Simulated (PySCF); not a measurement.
Gas-phase thermal properties of BClF

Method: PySCF energies (xtb for GFN2) plus ideal-gas RRHO corrections (1 bar). Table values come from the NASA 1993 polynomials. 6-31G* has spherical d functions here. Open shells (unrestricted): BClF (multiplicity 2). GFN2 has no spin-polarisation term. B3LYP is the form with VWN-RPA correlation. The harmonic model lacks anharmonicity and excited electronic states, which grow with temperature; levels with a mode under 35 cm⁻¹ are left out. The table's entry may be an old estimate for BClF (not checked at source).

| level | point group | σ | ZPE (kJ/mol) | S°298 (J/mol/K) | Cp298 (J/mol/K) | S°1000 (J/mol/K) | H1000 − H298 (kJ/mol) |
|---|---|---|---|---|---|---|---|
| table | - | - | - | 264.7 | 42.6 | 324.6 | 35.6 |
| B3LYP/6-31G* | Cs | 1 | 15.1 | 264.8 | 42.9 | 324.8 | 35.6 |
| GFN2-xTB | Cs | 1 | 13.9 | 265.1 | 43.6 | 326.0 | 36.1 |
| HF/6-31G* | Cs | 1 | 16.0 | 264.0 | 42.1 | 323.3 | 35.3 |
| PBE/def2-SVP | Cs | 1 | 14.9 | 264.8 | 42.9 | 324.9 | 35.7 |
| PBE0/def2-TZVP | Cs | 1 | 15.2 | 264.4 | 42.7 | 324.2 | 35.6 |
σ: rotational symmetry number. Electronic degeneracy used: 2. Frequencies are unscaled.
